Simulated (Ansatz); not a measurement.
Two shapes of singlet CF₂.

Shape 1:

```xyz
3

C     0.0013    0.0215   -0.6362
F     0.0176    0.9786    0.1847
F     0.0028   -1.0591    0.1617
```

Shape 2:

```xyz
3

C     0.0291    0.0507   -0.5949
F     0.0412    0.9526    0.2305
F     0.0079   -1.0719    0.2178
```

Basis set: STO-3G (spherical functions). Correlated methods keep 3 orbitals frozen. Charge 0, multiplicity 1.

Computed with Ansatz (development build ahead of 0.2.0); each method stands on the lowest determinant of its kind that the runs found.

Question: Which shape is lower in energy, and by how much in each method?

Answer:

| method | E(2) − E(1) (eV) |
| --- | --- |
| RHF | 0.287 |
| RHF-MP2 | 0.288 |

Shape 1 is lower.
